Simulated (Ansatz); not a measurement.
SnSe (Pnma, No. 62) was calculated with r²SCAN (PAW; Ansatz, an electronic-structure program).

Run with plane-wave cutoff 560 eV, 4×8×8 k mesh (along the axes of the cell as run), Fermi–Dirac smearing 0.01 eV, scalar-relativistic PAW data made under PBE.

Computed at the level's own relaxed cell.

Problem. What does this level give for the band gap and bulk modulus B0?

Solution. 
band gap: 1.12 eV (on the SCF k mesh)
bulk modulus B0: 22.1 GPa

Note: the bulk modulus is −V dP/dV from two relaxed cells at ±2 % in volume; the volume lies 7 % above that of the published cell.

Spin–orbit coupling is not included.

It cost roughly 13 core-minutes of CPU time.
